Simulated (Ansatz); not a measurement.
Run this with the Python package of Ansatz (0.2.0) and show what comes out.

`disp.py`
```python
"""Size of D3 and D4 in CH3O3S(-)."""

import ansatz
from ase import Atoms


def main() -> None:
    atoms = Atoms(["C", "S", "O", "O", "O", "H", "H", "H"], positions=[
        [-0.72022, -0.04613, 0.59676],
        [0.69777, 0.04484, -0.57782],
        [1.77469, -0.68912, 0.0873],
        [0.20656, -0.59934, -1.79609],
        [0.95924, 1.47623, -0.7266],
        [-1.54454, 0.49785, 0.15657],
        [-0.96797, -1.08994, 0.73236],
        [-0.40552, 0.40562, 1.52751],
    ])
    geometry = ansatz.Crystal.molecule_from_ase(atoms)

    calc = (
        geometry.calculation()
        .basis(gaussian="def2-SVP")
        .charge(-1)
    )
    for name in ["pbe0", "r2scan"]:
        for correction in ("d3bj", "d4"):
            rep = calc.functional(name, dispersion=correction).run(threads=1, backend="cpu").report
            print(f"{name:8s} {correction:5s} total {rep['free_energy_ev']:.5f} eV, of which dispersion {1000 * rep['dispersion']['energy']['ev']:.2f} meV")


if __name__ == "__main__":
    main()
```

```console
$ python disp.py
pbe0     d3bj  total -18041.83059 eV, of which dispersion -144.95 meV
pbe0     d4    total -18041.85297 eV, of which dispersion -167.33 meV
DeckWarning: the engine holds no damping parameters fitted to this dispersion correction and functional, so the run takes those fitted to r2scan beside the three-body term, which d3bj leaves out (hamiltonian.dispersion, under Limitations)
r2scan   d3bj  total -18048.97625 eV, of which dispersion -44.25 meV
r2scan   d4    total -18048.97977 eV, of which dispersion -47.77 meV
```
(Warnings from the package without file and line.)

Reading the output:
- The settings weren't tested for convergence.
- The geometry is a force-field or estimated start, not a minimum of this method, and the basis set is short of its limit. D4 holds the three-body term, and d3bj doesn't.
- Anions want diffuse functions, which this basis lacks.
- A dispersion term here runs with damping parameters fitted for another variant or functional.
- Wall time of the script: 14 s on 1 thread of Arm Neoverse V2 (shared host), peak memory 0.24 GiB.
